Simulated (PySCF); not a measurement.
Gas-phase reaction: 4 CH2CHF + C2H4 ⇌ 4 CH2F + 2 C3H4 (propyne)

Method: PySCF energies plus ideal-gas RRHO corrections (1 bar). † marks an energy on the PBE0/def2-TZVP geometry and frequencies; other levels use their own. CCSD(T) freezes the core. Open shells (unrestricted): CH2F (multiplicity 2); the rest are closed-shell singlets. B3LYP is the form with VWN-RPA correlation. CH2F: computed as isolated molecules; such fragments, hydroxides, amides, oligomers or adducts are transient or little studied in the gas. CCSD(T) isn't extrapolated to the basis-set limit.

B3LYP/def2-TZVP† gives ΔH°(298 K) = 734 kJ.

Problem. What do PBE0/def2-TZVP, PBE/def2-SVP, CCSD(T)/def2-SVP† give?

Solution. PBE0/def2-TZVP: 737 kJ; PBE/def2-SVP: 785 kJ; CCSD(T)/def2-SVP†: 754 kJ. For scale, ΔH°(298 K) is 734 kJ at this level, 772 kJ at ωB97M-V/def2-TZVP†, and runs from 537 to 868 kJ over the 20 levels computed.
